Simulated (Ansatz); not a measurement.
A plane-wave DFT run in Ansatz 0.2.0 (scalar-relativistic PAW potentials unless the input names others): input and command.

```yaml
crystal:
  lattice:
    - [0.0, 3.0845, 3.0845]
    - [3.0845, 0.0, 3.0845]
    - [3.0845, 3.0845, 0.0]
  atoms:
    - { symbol: Li, position: [0.0, 0.0, 0.0] }
    - { symbol: Li, position: [0.25, 0.25, 0.25] }
    - { symbol: Ga, position: [0.5, 0.5, 0.5] }
    - { symbol: Ga, position: [0.75, 0.75, 0.75] }
basis:
  ecutwfc: 500
kpoints:
  mp_grid: { grid: [12, 12, 12] }
hamiltonian:
  xc: r2scan
  hubbard: { sites: [{ species: Ga, l: f, u_eff: 4.0 }] }
scf:
  occupations: { method: gaussian, width: 0.1 }
  max_iter: 80
output:
  forces: true
  eigenvalues: true
  stress: true
```

```bash
ansatz run input.yaml --threads 1 --pin off --max-ram 2560MiB --backend cpu --events-out ev --progress --plain --runs-dir out
```

Task: Will this input run?

Result: The program refuses it, because of a U on a shell that isn't there (hamiltonian.hubbard: not typed → {"sites": [{"species": "Ga", "l": "f", "u_eff": 4.0}]}). Without that key it is accepted.

Abridged log:
```
Error: inconsistent input (hamiltonian.hubbard.sites[].l, hamiltonian.hubbard.sites[].shell): the file of Ga doesn't list 4f, and it can't be added: PBE doesn't bind the shell 4f of the free atom, whose level lies at +1.02 eV. Type an atom or ion with it (hamiltonian.pseudopotentials.projection_atoms), take another file or name another shell
```